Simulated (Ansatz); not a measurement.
# CH₃NO: one structure at several levels

The atoms stand at a displaced guess of a reacting structure. How far do the functionals agree with CCSD(T) there?

Method: single points in def2-TZVPP; program: Ansatz 0.2.0, Gaussian basis.

Cores are frozen in the correlated methods.

### 1 The system as given

6 atoms, charge 0, spin multiplicity 1.

Atoms are counted from 1 here; the program's logs count them from 0.

Bond lengths: H1–N5 1.295 Å, O2–C3 1.266 Å, C3–H4 1.109 Å, C3–N5 1.266 Å, N5–H6 0.944 Å. Angles: O2–C3–H4 119.4°, O2–C3–N5 110.1°, H4–C3–N5 129.5°, H1–N5–C3 71.4°, H1–N5–H6 161.5°, C3–N5–H6 126.1°.

As a file:

| atom | x (Å) | y (Å) | z (Å) |
| --- | --- | --- | --- |
| H1 | -0.8426 | 0.7512 | -0.2514 |
| O2 | -1.3279 | -0.3717 | 0.1725 |
| C3 | -0.0646 | -0.4361 | 0.2180 |
| H4 | 0.4221 | -1.3907 | 0.5049 |
| N5 | 0.4432 | 0.6057 | -0.2914 |
| H6 | 1.3649 | 0.8016 | -0.3536 |

### 2 CCSD(T)/def2-TZVPP

Input file run/in.yaml:

```yaml
crystal:
  periodic: [false, false, false]
  atoms:
    - {symbol: H, position_ang: [-0.842600, 0.751200, -0.251400]}
    - {symbol: O, position_ang: [-1.327900, -0.371700, 0.172500]}
    - {symbol: C, position_ang: [-0.064600, -0.436100, 0.218000]}
    - {symbol: H, position_ang: [0.422100, -1.390700, 0.504900]}
    - {symbol: N, position_ang: [0.443200, 0.605700, -0.291400]}
    - {symbol: H, position_ang: [1.364900, 0.801600, -0.353600]}
basis:
  gaussian: {orbitals: def2-TZVPP}
correlation: {method: ccsd_t}
output: {forces: true}
```

The command line of these runs was not kept.

### 3 PBE0-D4/def2-TZVPP

Edit run/in.yaml of step 2 so:

```diff
@@ -11,3 +11,3 @@
   gaussian: {orbitals: def2-TZVPP}
-correlation: {method: ccsd_t}
-output: {forces: true}
+hamiltonian: {xc: pbe0, dispersion: d4}
+output: {forces: true, orbitals: {seedname: orbitals}}
```

### 4 wB97M-V/def2-TZVPP

Edit run/in.yaml of step 3 so:

```diff
@@ -11,3 +11,3 @@
   gaussian: {orbitals: def2-TZVPP}
-hamiltonian: {xc: pbe0, dispersion: d4}
-output: {forces: true, orbitals: {seedname: orbitals}}
+hamiltonian: {xc: {name: wB97M-V}}
+output: {forces: true}
```

### 5 r2SCAN-D4/def2-TZVPP

Edit run/in.yaml of step 4 so:

```diff
@@ -11,3 +11,3 @@
   gaussian: {orbitals: def2-TZVPP}
-hamiltonian: {xc: {name: wB97M-V}}
+hamiltonian: {xc: r2scan, dispersion: d4}
 output: {forces: true}
```

### 6 PBE-D4/def2-TZVPP

Edit run/in.yaml of step 5 so:

```diff
@@ -11,3 +11,3 @@
   gaussian: {orbitals: def2-TZVPP}
-hamiltonian: {xc: r2scan, dispersion: d4}
+hamiltonian: {xc: pbe, dispersion: d4}
 output: {forces: true}
```

### 7 revPBE-D4/def2-TZVPP

Edit run/in.yaml of step 6 so:

```diff
@@ -11,3 +11,3 @@
   gaussian: {orbitals: def2-TZVPP}
-hamiltonian: {xc: pbe, dispersion: d4}
+hamiltonian: {xc: {name: revPBE}, dispersion: d4}
 output: {forces: true}
```

### 8 wB97X-V/def2-TZVPP

Edit run/in.yaml of step 7 so:

```diff
@@ -11,3 +11,3 @@
   gaussian: {orbitals: def2-TZVPP}
-hamiltonian: {xc: {name: revPBE}, dispersion: d4}
+hamiltonian: {xc: {name: wB97X-V}}
 output: {forces: true}
```

(Steps that only read results are left out.)

Before running it: what results should come out? Wanted: energy less free atoms, CCSD(T)/def2-TZVPP; RMS force component; RMS force error; HOMO and LUMO, PBE0-D4; T1 diagnostic.

As calculated:

```
                                  quantity                                                                                             value
energy less free atoms, CCSD(T)/def2-TZVPP                                                                                    -2075.9 kJ/mol
                       RMS force component                                                              1.320 to 1.547 eV/Å over the methods
                           RMS force error  PBE0-D4 0.298, wB97M-V 0.208, r2SCAN-D4 0.163, PBE-D4 0.204, revPBE-D4 0.248, wB97X-V 0.191 eV/Å
                    HOMO and LUMO, PBE0-D4                                                                                 -7.87 and 0.13 eV
                             T1 diagnostic                                                                                             0.018
```

In words: Against CCSD(T) the functionals' energies less atoms differ by -201.2 to -86.8 kJ/mol, PBE-D4 by -201.2 kJ/mol. A larger basis would deepen the CCSD(T) value, while the functionals are nearly converged already, so the order here is not reliable. The forces of r2SCAN-D4 come nearest to CCSD(T), those of PBE0-D4 are farthest. Frozen-core CCSD(T) forces in triple zeta carry basis errors of their own, and this is one geometry, so small gaps rank nothing.
